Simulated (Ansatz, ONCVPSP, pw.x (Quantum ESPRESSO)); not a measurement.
# tungsten: one change to the ONCV potential, in the atom and in the bcc crystal

| Property | Result |
| --- | --- |
| Element | tungsten |
| Generator | ONCVPSP 4.0.1.1 (patched build) |
| Type | optimised norm-conserving Vanderbilt (ONCV) |
| Functional | PBE |
| Relativity | scalar-relativistic |
| Frozen core | [Kr] 4d10 4f14 |
| Valence charge | 14 |
| Reference configuration | 5s2 5p6 5d4 6s2 |
| Partial waves | 5s+6s: rc 1.45 bohr, ncon 4, nbas 8, qcut 6.9 1/bohr, 2 projectors; 5p: rc 1.65 bohr, ncon 4, nbas 7, qcut 8 1/bohr, 2 projectors, debl 3.7 Ha; 5d: rc 2.85 bohr, ncon 4, nbas 9, qcut 6.6 1/bohr, 3 projectors, debl 2.6 Ha; f scattering state at 0.11 Ha: rc 2.90 bohr, ncon 4, nbas 8, qcut 3.8 1/bohr, 2 projectors, debl 0.9 Ha |
| Local potential | polynomial inside 1.40 bohr (lpopt 5, dvloc0 6 Ha) |
| Core correction | polynomial model core, fcfact 0.35 |

Change: local potential polynomial inside 1.40 bohr (lpopt 5, dvloc0 4.5 Ha).

Cutoffs, loose and tight: the cutoffs (Ha) at which the residual kinetic energy of the hardest occupied pseudo-wave falls to 1 and 0.1 mHa per electron. They do not see the model core or the augmentation charge, which bear on the density cutoff. Test errors are all-electron minus pseudo excitation energies from the reference, over the configurations 5s2 5p6 5d4 6s1; 5s2 5p6 5d4 6s0; 5s2 5p6 5d3 6s0; 5s2 5p6 5d5 6s1; variants that change the core or the reference have their own tests.

Crystal test: bcc W in pw.x 7.5, no spin, 14³ k-points, Fermi–Dirac smearing 0.01 Ry, cutoffs set for each file from its atomic test. The reference is all-electron LAPW (Ansatz 0.2.0) with the same functional, mesh and smearing; V0 and B0 come from Birch–Murnaghan fits to the pressures at five volumes. Errors are pseudo minus all-electron; Δ is the rms difference of the E(V) curves that follow from these fits, minima aligned, over ±6 % about the mean V0. Mesh and smearing are coarse, so the numbers serve the comparison and aren't converged zero-temperature values; the lattice is a test structure that the element need not adopt.

All-electron: a0 = 3.184 Å (V0 = 16.15 Å³/atom), B0 = 300.6 GPa.

**Question.** Does the change bring the crystal closer to the all-electron result?

**Answer.** The mean pressure error goes from -0.42 to -0.47 GPa, so the change moves the solid further from the all-electron pressures.

```csv
quantity,base,changed
outcome (atom),generated,generated
"cutoff, loose (atom)",22 Ha,22 Ha
"cutoff, tight (atom)",50 Ha,50 Ha
bound ghosts (atom),none,none
largest test error (meV) (atom),-27,-27
cutoffs in pw.x (Ry),120/480,120/480
a0 (Å),3.183,3.183
a0 error (%),-0.05,-0.05
B0 error (%),+0.0,+0.0
Δ (meV/atom),1.5,1.6
mean pressure error (GPa),-0.42,-0.47
```

Base: The largest radius (2.90 bohr) exceeds half the bond length (2.60 bohr), so the spheres overlap, which is one possible source of error among others. Changed file: The largest radius (2.90 bohr) exceeds half the bond length (2.60 bohr), so the spheres overlap, which is one possible source of error among others.
